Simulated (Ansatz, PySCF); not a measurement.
Molecule: C₂H₂N, charge -1, multiplicity 1. It need not be the lowest isomer of its formula. Whether it binds its extra electron was not tested at this geometry. 
Geometry from a B3LYP-D3(BJ)/def2-TZVP (Ansatz, an electronic-structure program) optimisation:
SMILES: [CH2-]C#N
```xyz
5

C     -0.0183    -0.0410    -1.2004
C      0.0031     0.0173     0.1821
N      0.0226     0.1186     1.3558
H      0.8854    -0.3683    -1.7039
H     -0.9522    -0.3200    -1.6775
```
Charge -1, spin multiplicity 1.

Total electronic energies in hartree. Valence correlation only, unless marked. No spin-orbit coupling. Non-relativistic unless marked X2C. Basis-set limits of correlation are two-point, X^-3; Hartree-Fock from the larger set. [CCSD(T)-MP2]/basis is that difference in the basis named.

```tsv
level	program	energy (Eh)
HF/STO-3G	Ansatz	-129.47966
HF/6-31G*	Ansatz	-131.28675
HF-D4/def2-TZVPD	PySCF + dftd4	-131.36815
BP86/def2-TZVPD	PySCF	-132.20214
M06-L/def2-TZVPD	PySCF	-132.17612
r2SCAN/def2-TZVPD	Ansatz	-132.11803
r2SCAN-D3(BJ)/def2-TZVPD	Ansatz + dftd3	-132.11863
PBE0/6-31G*	Ansatz	-131.96041
PBE0/def2-TZVP	Ansatz	-132.03131
r2SCANh-D4/def2-TZVPD	Ansatz + dftd4	-132.10988
r2SCANh/def2-TZVPD	Ansatz	-132.10920
MN15-D3(BJ)/def2-TZVPD	PySCF + dftd3	-132.03358
CAM-B3LYP/def2-TZVPD	Ansatz	-132.13101
wB97M-V/def2-TZVPD	Ansatz	-132.14760
wB97X-V/def2-TZVPD	Ansatz	-132.15102
B2PLYP-D4/def2-TZVPD	Ansatz + dftd4	-132.09031
MP2/aug-cc-pVTZ	Ansatz	-131.89151
RI-MP2/cc-pVTZ	Ansatz	-131.87032
RI-MP2/cc-pVQZ	Ansatz	-131.91839
SCS-MP2/STO-3G	Ansatz	-129.66535
CCSD(T)/aug-cc-pVDZ	Ansatz	-131.81106
X2C-CCSD(T)/cc-pVTZ-DK	Ansatz	-131.96454
RI-MP2/CBS(aug-cc-pVTZ,aug-cc-pVQZ)+[CCSD(T)-MP2]/aug-cc-pVTZ	Ansatz	-131.9846
```

Totals of different functionals don't rank their quality; only differences between species are comparable.
